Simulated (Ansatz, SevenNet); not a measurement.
Elastic constant C33 (GPa) of solids drawn from the class of tetrahedrally bonded semiconductors and semimetals, at two levels: the machine-learned potential SevenNet-0 (trained on PBE and PBE+U data), and PBE in Ansatz (PAW).

```
solid                              SevenNet-0   PBE  shift (%)
---------------------------------  ----------  ----  ---------
wurtzite CdS                             83.6  85.9       +2.8
wurtzite BN (high-pressure phase)         895  1009      +12.7
2H-SiC                                    408   532        +30
wurtzite AlN                              325   353       +8.6
wurtzite ZnO                              208   201       -3.4
wurtzite GaN                              327   357       +9.2
```

The shifts run from -3.4 % to +30 %, with a median of +8.9 %.

Over all 6 rows PBE is the larger in 5.

Ansatz's runs of these crystals have no spin polarisation.

Each level is taken at its own relaxed cell. Ansatz's density-functional and Hartree–Fock values are scalar-relativistic unless marked +SOC, with PAW data made under PBE.

Ansatz is an electronic-structure program.
